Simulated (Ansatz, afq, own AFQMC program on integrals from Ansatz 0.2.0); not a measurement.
## BNH⁺, quintet: AFQMC among the cluster methods

```xyz
3

B     0.0000    0.0798    0.8638
N     0.0000   -0.1176   -0.5879
H     0.0000    0.7790   -1.0947
```

Connectivity, by distances: B–NH.

Basis cc-pVDZ. Only valence electrons are correlated. Ansatz 0.2.0 and our own AFQMC program on the same integrals; the CISD trial comes from CCSD amplitudes, and released means the phaseless constraint is let go. Free AFQMC starts from the CCSD state and is never constrained. Its projection time is finite, and what remains of the start isn't in its error. Error bars are statistical, one sigma.

Determinant: UHF, the one that the program's search chose, which needn't be the lowest solution. The geometry is a PBE0/def2-TZVP stationary point of this or a neighbouring charge and spin state.

No full CI on the walks' own integrals is used here; CCSDT(Q) serves as the reference and is uncertain by about the last step of the cluster series.

Cautions: another spin lies lower (by 4.78 eV); the released energies are still falling, so no released level is given (meV from the phaseless value at times in 1/Eh: -7 ± 4 at 0.24, -9 ± 3 at 0.50, -11 ± 4 at 1.00, -19 ± 5 at 1.50), though the last usable value meets CCSDT(Q) within the noise.

```
T1 diagnostic                               : 0.0119
weight of the determinant in the CISD state : 0.946
⟨S²⟩ of the determinant                     : 6.008
size of the correlated space                : 8 electrons in 31 orbitals
```

Reference: CCSDT(Q), correlation energy -3.847 eV.

```json
{"level": "HF", "E − E(reference) (kJ/mol)": "371.1", "share of correlation (%)": "0.00"}
{"level": "MP2", "E − E(reference) (kJ/mol)": "68.4", "share of correlation (%)": "81.56"}
{"level": "CCSD", "E − E(reference) (kJ/mol)": "8.2", "share of correlation (%)": "97.79"}
{"level": "CCSD(T)", "E − E(reference) (kJ/mol)": "1.7", "share of correlation (%)": "99.54"}
{"level": "CCSDT", "E − E(reference) (kJ/mol)": "0.3", "share of correlation (%)": "99.92"}
{"level": "ph-AFQMC/HF", "E − E(reference) (kJ/mol)": "-2.1 ± 2.7", "share of correlation (%)": "100.56"}
{"level": "ph-AFQMC/CISD", "E − E(reference) (kJ/mol)": "1.3 ± 0.4", "share of correlation (%)": "99.65"}
{"level": "free AFQMC", "E − E(reference) (kJ/mol)": "-0.9 ± 0.9", "share of correlation (%)": "100.26"}
```

Free projections are given only where their last times agree within the noise and don't stop above the reference; a slow remainder of the start can still hide under it. A walk keeps the symmetry of its determinant, which the program's search chose and which needn't be the lowest solution, so a lower state of the same spin and another symmetry isn't excluded.
